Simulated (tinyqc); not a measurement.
Worked calculation: extended Hueckel theory, for H3O+. The parameters take no account of the charge, which enters only through the electron count. One step of it, computed by the program tinyqc.

Question. Mulliken analysis. P = C n C^T; charge = valence electrons (H 1, O 6) minus the sum of (P S)_ii on the atom; overlap population = 2 sum P_ij S_ij between two atoms.

coefficients:
```
,MO1,MO2,MO3,MO4,MO5,MO6,MO7
1O 2s,0.825997,0.000000,-0.000039,0.002778,0.000000,0.000562,1.159629
1O 2px,-0.000017,0.000000,0.684906,0.000001,0.000000,-0.990504,0.000814
1O 2py,0.000000,0.684855,0.000000,0.000000,0.990492,0.000000,0.000000
1O 2pz,0.000477,0.000000,-0.000001,0.999986,0.000000,-0.000004,-0.008375
2H 1s,0.110588,0.000000,0.402450,-0.001314,0.000000,1.022524,-0.686749
3H 1s,0.110544,0.348575,-0.201261,-0.001315,-0.885751,-0.511892,-0.685528
4H 1s,0.110544,-0.348575,-0.201261,-0.001315,0.885751,-0.511892,-0.685528
```

occupations: 2.000000  2.000000  2.000000  2.000000  0.000000  0.000000  0.000000

overlap S, lower triangle:
```
,1O 2s,1O 2px,1O 2py,1O 2pz,2H 1s,3H 1s,4H 1s
1O 2s,1.000000
1O 2px,0.000000,1.000000
1O 2py,0.000000,0.000000,1.000000
1O 2pz,0.000000,0.000000,0.000000,1.000000
2H 1s,0.486301,0.406974,0.000000,-0.003097,1.000000
3H 1s,0.486149,-0.203398,0.352409,-0.003095,0.199897,1.000000
4H 1s,0.486149,-0.203398,-0.352409,-0.003095,0.199897,0.199776,1.000000
```

Give: charges; Overlap populations.

Answer.

charges: 1O -0.1802, 2H 0.3934, 3H 0.3934, 4H 0.3934

Overlap populations:
```
pair,value
2-1,0.626373
3-1,0.626247
3-2,-0.054989
4-1,0.626247
4-2,-0.054989
4-3,-0.054960
```
